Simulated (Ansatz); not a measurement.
Mulliken charges of `F[SiH2][AlH2]` from B3LYP/def2-TZVPP in Ansatz (PBE0-D4/def2-TZVP geometry).

```
atom   x (Å)   y (Å)   z (Å)  charge (e)
  F1  -2.195   0.145   0.051      -0.334
 Si2  -0.786  -0.244  -0.633       0.385
 Al3   1.117   0.305   0.840       0.388
  H4  -0.848  -1.699  -0.958      -0.086
  H5  -0.720   0.480  -1.935      -0.086
  H6   0.909   0.964   2.268      -0.131
  H7   2.584  -0.019   0.322      -0.137
```

Question: By hand: the dipole of these point charges (1 e Å = 4.8032 D).

Answer: Σ q r = (0.526, -0.043, -0.027) e Å, of length 0.528 e Å = 2.54 D.

Question: How does the dipole of the full density compare? (Estimate.)

Answer: Computed: (0.273, -0.033, -0.038) e Å, 1.33 D; the point charges give 1.91 times that, at 5° from its direction.

Point charges leave out the atoms' own dipoles, such as those of lone pairs, and Mulliken's split depends on the basis, so the two needn't agree.

B3LYP here is the variant with VWN-RPA as its local correlation; programs differ in this.
